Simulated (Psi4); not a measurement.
# SiHClF (SMILES F[SiH]Cl): UMP2.5/6-31G(d,p) (density fitting, density fitting for correlation, Cartesian functions)

What is the vertical ionisation energy of SiHClF at UMP2.5/6-31G** (density fitting, density fitting for correlation, Cartesian functions)? 

The calculation is run with Psi4 1.11.

1 further run of the same task is left out (set aside as unsound or not needed).

## Step 1: Starting point

SiHClF: 4 atoms, total charge 0, spin state doublet. SMILES: `F[SiH]Cl`. Geometry: relaxed at GFN2-xTB.

Bond lengths: F1–Si2 1.620 Å, Si2–Cl3 2.009 Å, Si2–H4 1.445 Å. Angles: F1–Si2–Cl3 105.9°, F1–Si2–H4 102.9°, Cl3–Si2–H4 115.7°.

## Step 2: Energy and forces at UMP2.5/6-31G(d,p) (density fitting, density fitting for correlation, Cartesian functions)

job.inp reads:

```
memory 1.6 GB

molecule mol {
  0 2
  F
  Si 1 R2
  Cl 2 R3 1 A3
  H 2 R4 1 A4 3 D4

  R2 = 1.619615
  R3 = 2.009339
  A3 = 105.90957
  R4 = 1.445121
  A4 = 102.93179
  D4 = -121.85938
}

set basis 6-31G**
set reference uhf
set freeze_core true
set mp_type df
set scf_type df

E = gradient('mp2.5')
```

Run with:

```
$ psi4 job.inp job.out -n 1
```

job.out:

```text
[...]
  Running in c1 symmetry.
[...]
  Nuclear repulsion =  141.879685706433094
[...]
  Multiplicity = 2
[...]
  Nalpha       = 21
  Nbeta        = 20
[...]
    Number of basis functions: 58
[...]
   @DF-UHF iter   1:  -848.43400627149845   -5.20592e-01   5.44428e-03 ADIIS/DIIS
[...]
   @DF-UHF iter  18:  -848.48287712264039   -4.54747e-13   3.68980e-11 DIIS
[...]
   @S^2 Observed:                7.531524826E-01
[...]
    Orbital Energies [Eh]
    ---------------------
    Alpha Occupied:
       1A   -104.832981     2A    -68.863965     3A    -26.294697
       4A    -10.570467     5A     -8.040378     6A     -8.036909
       7A     -8.036313     8A     -6.216244     9A     -4.326610
      10A     -4.319533    11A     -4.318098    12A     -1.585406
      13A     -1.127782    14A     -0.773788    15A     -0.675042
      16A     -0.666404    17A     -0.639605    18A     -0.551402
      19A     -0.506115    20A     -0.488561    21A     -0.366250
    Alpha Virtual:
      22A      0.114211    23A      0.146851    24A      0.234262
      25A      0.270616    26A      0.339297    27A      0.365564
[...]
  @DF-UHF Final Energy:  -848.48287712264039
   => Energetics <=
    Nuclear Repulsion Energy =            141.8796857064330936
    One-Electron Energy =               -1458.8106224069547352
    Two-Electron Energy =                 468.4480595778812813
    Total Energy =                       -848.4828771226403887
  UHF NO Occupations:
  HONO-2 :   19  A 1.9997678
  HONO-1 :   20  A 1.9988880
[...]
 Multipole Moments:
 ------------------------------------------------------------------------------------
     Multipole            Electronic (a.u.)      Nuclear  (a.u.)        Total (a.u.)
 ------------------------------------------------------------------------------------
 L = 1.  Multiply by 2.5417464519 to convert [e a0] to [Debye]
 Dipole X            :          1.1557863           -1.1345472            0.0212391
 Dipole Y            :         -1.1665771            1.7412879            0.5747108
 Dipole Z            :         -0.6546154            1.2055627            0.5509473
 Magnitude           :                                                    0.7964211
[...]
	Warning: cc_lambda option is changed to TRUE
	For this residual convergence, default PCG convergence is:     1.00e-07
[...]
	DF-SCS-MP2 Total Energy (a.u.)     :  -848.84366092485050
	DF-SOS-MP2 Total Energy (a.u.)     :  -848.83769375662462
	DF-SCS(N)-MP2 Total Energy (a.u.)  :  -848.65849391144513
[...]
	DF-MP2 Total Energy (a.u.)         :  -848.85559526130226
[...]
	DF-MP3 Total Energy (a.u.)         :  -848.87196045991629
[...]
```

Wall time 4.2 s (1 thread of Intel Xeon Platinum 8488C (Sapphire Rapids), shared host); peak memory 0.62 GiB.

## Step 3: The singlet cation at the same level

calc.dat reads:

```
memory 1.6 GB

molecule mol {
  1 1
  F     -0.992950    -0.342310     1.062500
  Si    -0.204890    -0.223210    -0.347440
  Cl     1.732630    -0.546640     0.075470
  H     -0.534790     1.112160    -0.790530
  units angstrom
}

set reference uhf
set freeze_core true
set mp_type df
set scf_type df

result, w = gradient("mp2.5/6-31G**", return_wfn=True)
```

Run with:

```
$ psi4 -i calc.dat -o calc.out -n 1
```

calc.out:

```text
[...]
  Running in c1 symmetry.
[...]
  Nuclear repulsion =  141.879665378919924
[...]
  Multiplicity = 1
[...]
  Nalpha       = 20
  Nbeta        = 20
[...]
    Number of basis functions: 58
[...]
   @DF-UHF iter   1:  -848.05999772766233   -1.46584e-01   6.48191e-03 DIIS/ADIIS
[...]
   @DF-UHF iter  17:  -848.14444972241711    6.82121e-13   4.00681e-11 DIIS
[...]
   @S^2 Observed:               -9.237055565E-14
[...]
    Orbital Energies [Eh]
    ---------------------
    Alpha Occupied:
       1A   -105.092514     2A    -69.200091     3A    -26.556028
       4A    -10.826831     5A     -8.295535     6A     -8.292488
       7A     -8.292006     8A     -6.542790     9A     -4.649883
      10A     -4.647527    11A     -4.646348    12A     -1.832067
      13A     -1.367367    14A     -1.014645    15A     -0.917339
      16A     -0.899825    17A     -0.880021    18A     -0.788485
      19A     -0.728606    20A     -0.723228
    Alpha Virtual:
      21A     -0.306999    22A     -0.112540    23A     -0.072108
      24A      0.011504    25A      0.046216    26A      0.110238
[...]
  @DF-UHF Final Energy:  -848.14444972241711
   => Energetics <=
    Nuclear Repulsion Energy =            141.8796653789199240
    One-Electron Energy =               -1447.6609853344848489
    Two-Electron Energy =                 457.6368702331477607
    Total Energy =                       -848.1444497224171073
  UHF NO Occupations:
  HONO-2 :   18  A 2.0000000
  HONO-1 :   19  A 2.0000000
[...]
 Multipole Moments:
 ------------------------------------------------------------------------------------
     Multipole            Electronic (a.u.)      Nuclear  (a.u.)        Total (a.u.)
 ------------------------------------------------------------------------------------
 L = 1.  Multiply by 2.5417464519 to convert [e a0] to [Debye]
 Dipole X            :         -0.1644633           -0.7707794           -0.9352427
 Dipole Y            :         -1.4143258            1.5277147            0.1133889
 Dipole Z            :         -0.1475765           -1.6866096           -1.8341860
 Magnitude           :                                                    2.0619831
[...]
	Warning: cc_lambda option is changed to TRUE
	For this residual convergence, default PCG convergence is:     1.00e-07
[...]
	DF-SCS-MP2 Total Energy (a.u.)     :  -848.51730760944452
	DF-SOS-MP2 Total Energy (a.u.)     :  -848.51178440193803
	DF-SCS(N)-MP2 Total Energy (a.u.)  :  -848.32280665096471
[...]
	DF-MP2 Total Energy (a.u.)         :  -848.52835402445760
[...]
	DF-MP3 Total Energy (a.u.)         :  -848.54136449952273
[...]
```

Run time: 4.2 s. Hardware: 1 thread of Intel Xeon Platinum 8488C (Sapphire Rapids), shared host; peak memory 0.62 GiB.

## Step 4: Summary of results

Level: UMP2.5/6-31G** (density fitting, density fitting for correlation, Cartesian functions), 11 core orbitals frozen.

| quantity | value |
| --- | --- |
| doublet SiHClF: total energy | -848.86378 Eh |
| doublet SiHClF: HOMO energy (Hartree–Fock orbitals) (highest over α and β) | -9.97 eV |
| doublet SiHClF: LUMO energy (Hartree–Fock orbitals) (lowest over α and β) | 0.88 eV |
| doublet SiHClF: correlation energy (11 core orbitals frozen) | -380.9 mEh |
| doublet SiHClF: ⟨S²⟩ of the reference determinant | 0.753 |
| doublet SiHClF: largest force on an atom | 1.286 eV/Å |
| singlet cation: total energy | -848.53486 Eh |
| singlet cation: HOMO energy (Hartree–Fock orbitals) | -19.68 eV |
| singlet cation: LUMO energy (Hartree–Fock orbitals) | -8.35 eV |
| singlet cation: HOMO–LUMO gap (Hartree–Fock orbitals) | 11.33 eV |
| singlet cation: correlation energy (11 core orbitals frozen) | -390.4 mEh |
| singlet cation: largest force on an atom | 5.044 eV/Å |
| vertical ionisation energy (to the singlet cation) | 8.950 eV |

What this shows: The vertical ionisation energy comes to 8.95 eV (864 kJ/mol). The largest force (doublet SiHClF) is 1.29 eV/Å: the shape isn't a stationary point for this species at this level. Only the singlet of the ionised species was computed; a triplet could lie lower.
